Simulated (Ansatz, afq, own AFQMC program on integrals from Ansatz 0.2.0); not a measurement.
# Where AFQMC and coupled cluster stand for MoNH3, septet

```yaml
atoms:
  - { symbol: Mo, position_ang: [-0.4030, 0.0012, -0.0003] }
  - { symbol: N, position_ang: [2.2039, -0.0068, 0.0015] }
  - { symbol: H, position_ang: [2.5743, -0.9511, 0.0067] }
  - { symbol: H, position_ang: [2.5781, 0.4679, 0.8161] }
  - { symbol: H, position_ang: [2.5792, 0.4594, -0.8175] }
```

Connectivity, by distances: Mo–NH3.

Basis def2-SVP with its core potentials. Noble-gas cores (and the filled d shells of Ga–Kr and In–Xe) are frozen. Ansatz 0.2.0 and our own AFQMC program on the same integrals; the CISD trial comes from CCSD amplitudes, and released means the phaseless constraint is let go. ± is one standard error of the sampling. No spin–orbit coupling. The metal's outer-core s and p shells are frozen, which shifts wave-function levels against functionals.

Determinant: UHF, the one that the program's search chose, which needn't be the lowest solution. The geometry is a point of a scan.

No full CI on the walks' own integrals is used here; CCSDT(Q) serves as the reference and is uncertain by about the last step of the cluster series.

Cautions: no spin-orbit coupling; outer-core shells of the metal frozen; lower spins were not checked; higher spins were not checked; the released energies are still falling, so no released level is given (meV from the phaseless value at times in 1/Eh: -7 ± 3 at 0.24, -7.1 ± 2.5 at 0.60, -1 ± 3 at 1.20, -10 ± 4 at 1.80, -13 ± 5 at 2.60), though the last usable value meets CCSDT(Q) within the noise.

The T1 diagnostic is 0.0110. The weight of the determinant in the CISD state is 0.905 and the ⟨S²⟩ of the determinant is 12.003. The size of the correlated space is 14 electrons in 55 orbitals.

Reference: CCSDT(Q), correlation energy -7.501 eV.

```tsv
level	E − E(reference) (kcal/mol)	share of correlation (%)
HF	172.99	0.00
MP2	18.10	89.54
CCSD	4.07	97.65
CCSD(T)	0.54	99.69
CCSDT	0.23	99.87
ph-AFQMC/HF	0.27 ± 0.64	99.84
ph-AFQMC/CISD	0.17 ± 0.08	99.90
```

A walk keeps the symmetry of its determinant, which the program's search chose and which needn't be the lowest solution, so a lower state of the same spin and another symmetry isn't excluded.
